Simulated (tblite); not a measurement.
Parent: `[CH:1]#[C:2][CH2:3][PH:4][CH3:5]` with C2–C3–P4–C5 -54°, C4H7P.

The geometries are computed with GFN2-xTB (gas phase). One conformer each, not checked by frequencies here.

| coordinate of the parent | value |
| --- | --- |
| C1≡C2 | 1.198 Å |
| C2–C3 | 1.440 Å |
| C3–P4 | 1.877 Å |
| P4–C5 | 1.851 Å |
| C1–C2–C3 | 177.1° |
| C2–C3–P4 | 112.9° |
| C3–P4–C5 | 98.7° |

Question: How does the shared frame change in `[CH:1]#[C:2][CH2:3][PH2+:4][CH3:5]` (charge +1) with C2–C3–P4–C5 59°, [C4H8P]+? Atoms pair as C1 = C1, C2 = C2, C3 = C3, P4 = P4, C5 = C5 (parent first).

Answer: 
```tsv
parent	relative	value in the relative	change
C1≡C2	C1≡C2	1.197 Å	-0.001
C2–C3	C2–C3	1.454 Å	+0.014
C3–P4	C3–P4	1.817 Å	-0.060
P4–C5	P4–C5	1.798 Å	-0.053
C1–C2–C3	C1–C2–C3	179.3°	+2.2
C2–C3–P4	C2–C3–P4	108.6°	-4.3
C3–P4–C5	C3–P4–C5	112.1°	+13.4
```

Of the parent's bonds, C3–P4 changes most (-0.060 Å). Point group C1 → C1.

Question: How does the shared frame change in `[CH:1]#[C:2][CH2:3][P@@H:4]([CH3:5])=[O:6]` with C2–C3–P4–C5 55°, C4H7OP? Atoms pair as C1 = C1, C2 = C2, C3 = C3, P4 = P4, C5 = C5 (parent first).

Answer: 
```csv
parent,relative,value in the relative,change
C1≡C2,C1≡C2,1.197 Å,-0.001
C2–C3,C2–C3,1.439 Å,-0.001
C3–P4,C3–P4,1.838 Å,-0.039
P4–C5,P4–C5,1.822 Å,-0.029
C1–C2–C3,C1–C2–C3,178.0°,+0.9
C2–C3–P4,C2–C3–P4,112.0°,-0.9
C3–P4–C5,C3–P4–C5,106.4°,+7.7
```

Of the parent's bonds, C3–P4 changes most (-0.039 Å). Bonds of the relative outside the shared frame: P4=O6 1.465 Å. Point group C1 → C1.

Question: How does the shared frame change in `[CH:1]#[C:2][CH2:3][PH+:4]([CH3:5])[CH3:6]` (charge +1) with C2–C3–P4–C5 59°, [C5H10P]+? Atoms pair as C1 = C1, C2 = C2, C3 = C3, P4 = P4, C5 = C5 (parent first).

Answer: 
```
  parent  relative  value in the relative  change
   C1≡C2     C1≡C2                1.197 Å  -0.001
   C2–C3     C2–C3                1.452 Å  +0.012
   C3–P4     C3–P4                1.821 Å  -0.056
   P4–C5     P4–C5                1.801 Å  -0.050
C1–C2–C3  C1–C2–C3                 179.6°    +2.5
C2–C3–P4  C2–C3–P4                 108.0°    -4.9
C3–P4–C5  C3–P4–C5                 110.2°   +11.5
```

Of the parent's bonds, C3–P4 changes most (-0.056 Å). Bonds of the relative outside the shared frame: P4–C6 1.802 Å.
